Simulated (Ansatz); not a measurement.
Basis-set extrapolation for C2H3O2 (`CO[C]=O`) radical (PBE0-D4/def2-TZVP geometry, frozen core, Ansatz 0.2.0). Multiplicity 2, UHF reference.

```
                      def2-TZVPP   def2-QZVPP
                 HF  -227.253128  -227.263540
    MP2 correlation    -0.763781    -0.821017
CCSD(T) correlation    -0.813315      not run
```

Energies in hartree. Use E(X) = E(∞) + A·exp(−7.88·√X) for Hartree–Fock and E(X) = E(∞) + B·X^(−2.97) for correlation, with X = 3 and 4, and add CCSD(T) minus MP2 of the smaller set to the MP2 limit.

Q: What is the CCSD(T) energy at the basis-set limit?

A: HF limit: -227.263540 + (-0.010412) × 0.13774 = -227.26497. MP2 limit: -0.821017 + (-0.057236) × 0.74074 = -0.86341. Higher-order term: -0.813315 − (-0.763781) = -0.04953. Total: -228.17791 hartree, 292.7 kJ/mol below CCSD(T)/def2-TZVPP.
